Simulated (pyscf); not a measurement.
## Four-centre exchange: HO–BH–OH (SMILES OBO) + SiH₄ (SMILES [SiH4]) → HO–BH–O–SiH₃ (SMILES OBO[SiH3]) + H₂ (SMILES [H][H])

Gas phase, singlet surface, charge 0. Bonds broken: O1–H4, Si7–H8. Bonds formed: O1–Si7, H4–H8. PySCF, gas phase, ωB97X-D3(BJ)/def2-SVP geometries.

Transition state (Å):

```xyz
11

O     -1.1373     0.0725    -0.2081
B     -1.2859    -1.3093    -0.2075
O     -2.1172    -1.9228    -1.0769
H     -1.4957     0.9976    -0.7209
H     -0.6604    -1.9628     0.5833
H     -2.5803    -1.3255    -1.6767
Si    -0.2062     1.5039     0.6882
H     -1.2570     2.1084    -0.5762
H      0.9514     2.1712     0.0248
H      0.4472     0.4561     1.5499
H     -0.9280     2.3576     1.6761
```

One imaginary mode, 1296i cm⁻¹; descent along it reached the two sides named.

```
bond    change  reactant side (Å)  saddle  product side
------  ------  -----------------  ------  ------------
O1–H4   breaks              0.964   1.117         2.588
Si7–H8  breaks              1.492   1.752           3.8
O1–Si7   forms                3.1   1.929         1.678
H4–H8    forms                2.9   1.145         0.761
```

Electronic energies relative to the separated reactants (kcal/mol):

```csv
level,barrier,reaction energy,reverse barrier
ωB97X-D3(BJ)/def2-TZVP,42.1,-16.2,58.4
PBE/def2-TZVP,38.1,-12.9,50.9
r²SCAN/def2-TZVP,39.3,-15.9,55.2
B3LYP-D3(BJ)/def2-TZVP,41.8,-16.0,57.7
PBE0-D3(BJ)/def2-TZVP,39.9,-13.8,53.7
M06-2X/def2-TZVP,42.1,-18.4,60.5
ωB97M-D3(BJ)/def2-TZVP,42.1,-15.1,57.2
HF/def2-TZVP,59.6,-14.6,74.2
```

With ωB97M-D3(BJ)/def2-TZVP energies and thermal terms (ideal gas, 1 atm, RRHO with modes under 100 cm⁻¹ raised to 100, one conformer, R ln 2 for chiral ones without a mode under 150 cm⁻¹), in kcal/mol:

| T (K) | ΔH‡ | ΔG‡ | ΔH | ΔG |
|---|---|---|---|---|
| 298 | 40.0 | 49.2 | -17.7 | -16.8 |
| 600 | 40.3 | 58.5 | -16.5 | -16.4 |
| 900 | 41.0 | 67.4 | -15.6 | -16.5 |
| 1200 | 41.9 | 76.1 | -14.9 | -16.9 |

The same reactants have a lower exit, to HO–SiH₃ + H₂B–OH (barrier +29.0 kcal/mol at ωB97M-D3(BJ)/def2-TZVP, against +42.1 kcal/mol here). One saddle was located; it need not be the lowest between these sides.
